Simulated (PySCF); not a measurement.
**Shifts of the heteroatoms**

Numbering as in the mapped SMILES `[CH3:1][n:2]1[cH:3][cH:4][n:5][cH:6]1` (H(Xn): hydrogen on atom n).

[PySCF: B3LYP/pcJ-1 coupling constants (spin–dipole term only in couplings to heteroatoms); PBE0-D3(BJ)/def2-SVP geometry; σ from GIAO-PBE0/pcSseg-1; equivalent nuclei averaged; non-relativistic Hamiltonian; isolated molecule; single conformer]

What are the 15N shifts?

Results:


| atoms | environment | σ (ppm) | δ (ppm) |
| --- | --- | --- | --- |
| N5 | pyridine-type nitrogen of an azole | -38.9 | -114.9 |
| N2 | pyrrole-type ring nitrogen | 79.7 | -223.4 |

Shieldings were converted by a linear fit to measured shifts: 15N: δ = -150.45 − 0.916σ (rms 7.2 ppm, 79 shifts vs CH3NO2, solution or neat liquid). Occasional misses reach two or three times the rms, and more in compound classes unlike the fitted ones. Couplings are scaled by factors fitted to measured values: 2J(H,H) × 0.91 (rms 0.6 Hz), 3J(H,H) × 0.91 (rms 0.4 Hz, 0.5 with 2 outliers); all others are unscaled and can be 10–30 % off.

Couplings (the largest are listed; each averaged over equivalent pairs): 1J(N2,C3) = -16.7 Hz, 1J(C1,N2) = -13.4 Hz, 1J(N2,C6) = -11.8 Hz, 1J(C4,N5) = 3.3 Hz, 2J(N5,H(C6)) = -13.2 Hz, 2J(N5,H(C4)) = -11.7 Hz, 2J(N2,H(C6)) = -9.6 Hz, 2J(N2,C4) = -7.1 Hz, 2J(N2,H(C3)) = -5.1 Hz, 2J(C3,N5) = 2.0 Hz, 2J(N2,N5) = -1.7 Hz, 3J(N2,H(C4)) = -3.3 Hz. Signs are for 15N, whose magnetogyric ratio is negative.

On a 400 MHz spectrometer 15N resonates near 40.5 MHz, so 1 ppm is 40.5 Hz.
